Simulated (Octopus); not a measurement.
# P2 (diphosphorus), step by step

Aim: energy and forces (PBE), then a calculation of the kind “unoccupied” (PBE), then the excited states (TD-PBE) of P2 (diphosphorus). 

The calculation is run with Octopus 16.4.

12 further runs of the same task are left out: 12 set aside as unsound or not needed.

## Step 1: The molecule

P2 has 2 atoms, charge 0, and is taken as a singlet. As SMILES, `P#P`. Geometry: the measured bond length.

Bond lengths: P1–P2 1.893 Å.

## Step 2: Energy and gradient at PBE (scalar, in the pseudopotentials, hscv_pbe potentials, box margin 4.50002 angstrom, extra states 0, grid spacing 0.189975 angstrom, mix field default) (run 1)

Run with:

```sh
OMP_NUM_THREADS=1 octopus > gs.log
```

The log of the run:

```text
Version                : 16.4
[... 10 lines left out ...]
** Warning:
[... 109 lines left out ...]
Converged eigenvectors: 0
#  State  Eigenvalue [eV]  Occupation    Error
[... 9 lines left out ...]
Converged eigenvectors: 0
#  State  Eigenvalue [eV]  Occupation    Error
[... 94 lines left out ...]
Converged eigenvectors: 1
#  State  Eigenvalue [eV]  Occupation    Error
[... 9 lines left out ...]
Converged eigenvectors: 2
#  State  Eigenvalue [eV]  Occupation    Error
[... 6 lines left out ...]
Info: SCF converged in   32 iterations
[... 1 line left out ...]
**   Some of the states are not fully converged!
[... 1 line left out ...]
Octopus emitted 3 warnings.
```

Run time: 9 s. Hardware: 1 thread of Arm Neoverse V1, shared host; peak memory 0.076 GiB.

## Step 3: A calculation of the kind “unoccupied” at PBE (scalar, in the pseudopotentials, hscv_pbe potentials, box margin 4.50002 angstrom, extra states 8, grid spacing 0.189975 angstrom, mix field default) (run 2)

Run with:

```sh
OMP_NUM_THREADS=1 octopus > unocc.log
```

The log of the run:

```text
Version                : 16.4
[... 10 lines left out ...]
** Warning:
[... 103 lines left out ...]
#  State  Eigenvalue [eV]  Occupation    Error
[... 8 lines left out ...]
#  State  Eigenvalue [eV]  Occupation    Error
[... 8 lines left out ...]
Converged eigenvectors:      5
[... 5 lines left out ...]
Converged eigenvectors:      5
[... 5 lines left out ...]
Converged eigenvectors:      5
[... 5 lines left out ...]
Converged eigenvectors:      9
[... 5 lines left out ...]
Converged eigenvectors:      9
[... 5 lines left out ...]
Converged eigenvectors:      9
#  State  Eigenvalue [eV]  Occupation    Error
[... 8 lines left out ...]
#  State  Eigenvalue [eV]  Occupation    Error
[... 6 lines left out ...]
Octopus emitted 2 warnings.
```

It took 13 s on 1 thread of Arm Neoverse V1, shared host; peak memory 0.069 GiB.

## Step 4: The excited states at TD-PBE (scalar, in the pseudopotentials, hscv_pbe potentials, box margin 4.50002 angstrom, extra states 8, grid spacing 0.189975 angstrom, mix field default) (run 3)

Run with:

```sh
OMP_NUM_THREADS=1 octopus > casida.log
```

The log of the run:

```text
Version                : 16.4
[... 10 lines left out ...]
** Warning:
[... 89 lines left out ...]
**************************** FATAL ERROR *****************************
*** Fatal Error (description follows)
[... 1 line left out ...]
* Only LDA functionals are authorized for now in XCKernel.
```

Run time: 2.1 s. Hardware: 1 thread of Arm Neoverse V1, shared host; peak memory 0.069 GiB.

The program broke off before the end.

## Step 5: What came out

```
                            quantity                value
            run 1, PBE: total energy         -13.12975 Eh
           run 1, PBE: dipole moment               0.00 D
             run 1, PBE: HOMO energy             -7.09 eV
run 1, PBE: largest force on an atom           0.204 eV/Å
             run 2, PBE: LUMO energy             -3.40 eV
           run 2, PBE: HOMO–LUMO gap              3.69 eV
                       run 3, TD-PBE  no result (stopped)
```

In words: 1 of the 3 runs did not end normally.
